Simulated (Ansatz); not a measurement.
A nudged elastic band was laid between two geometries of AlCl$_{2}$H (4 atoms, charge 0, multiplicity 1).

All numbers below come from Ansatz, RKS PBE-D4/def2-SVPD.

```json
{"movable images": "9", "climbing image": "yes", "spring": "5.0 eV/Å²", "optimiser": "quadratic models (default)", "start path": "through a guess of the saddle point", "force threshold": "0.05 eV/Å", "iteration limit": "60", "end points": "relaxed"}
```

First end point:

```xyz
4
Properties=species:S:1:pos:R:3
Al 0.319 0.000 0.348
H 0.088 0.000 1.904
Cl 2.274 0.000 -0.464
Cl -1.315 0.000 -0.999
```

Last end point:

```xyz
4
Properties=species:S:1:pos:R:3
Al -0.597 0.000 -0.196
H 1.667 0.000 0.752
Cl 2.894 0.000 1.260
Cl -2.598 0.000 -1.026
```

(1) Which bonds break or form, and what moves?

(2) Give the energies along the band, and the barrier.

(3) What is the geometry of the highest image?

(4) What are the harmonic wavenumbers there?

## Answers

(1) Bonds broken: Al1–H2, Al1–Cl3. Bonds formed: H2–Cl3. AlCl2H becomes AlCl + ClH.

(2) It converged. The highest image is number 5 of 0 to 10, 242.5 kJ/mol above the first end and 57.2 kJ/mol above the last; the last end lies 185.3 kJ/mol above the first. A vibrational analysis at the climbing image gives one clearly imaginary mode, 846i cm⁻¹: a first-order saddle point. The orbitals stay closed-shell, which can raise the energy where a bond breaks towards radicals; this wasn't checked here.

| image | path coordinate (Å) | energy (kJ/mol) | Al1–H2 (Å) | Al1–Cl3 (Å) | H2–Cl3 (Å) |
| --- | --- | --- | --- | --- | --- |
| 0 | 0.00 | 0.0 | 1.57 | 2.12 | 3.22 |
| 1 | 0.31 | 13.0 | 1.57 | 2.11 | 2.93 |
| 2 | 0.63 | 53.5 | 1.57 | 2.13 | 2.60 |
| 3 | 0.94 | 123.9 | 1.57 | 2.20 | 2.26 |
| 4 | 1.25 | 206.0 | 1.61 | 2.36 | 1.96 |
| 5 | 1.56 | 242.5 | 1.72 | 2.55 | 1.67 |
| 6 | 2.11 | 200.2 | 2.20 | 3.05 | 1.35 |
| 7 | 2.65 | 192.0 | 2.41 | 3.51 | 1.33 |
| 8 | 3.19 | 189.2 | 2.41 | 3.66 | 1.33 |
| 9 | 3.73 | 186.7 | 2.43 | 3.74 | 1.33 |
| 10 | 4.28 | 185.3 | 2.45 | 3.78 | 1.33 |

(3) 
```xyz
4
Properties=species:S:1:pos:R:3
Al -0.398 0.000 0.554
H 1.079 0.000 1.431
Cl 2.118 0.000 0.120
Cl -1.433 0.000 -1.317
```

(4) 846i, 93, 316, 372, 497, 1434 cm⁻¹.

Time of the run: 98 s on 2 threads of Arm Neoverse V1, with other jobs on the host, peak memory 0.15 GiB.
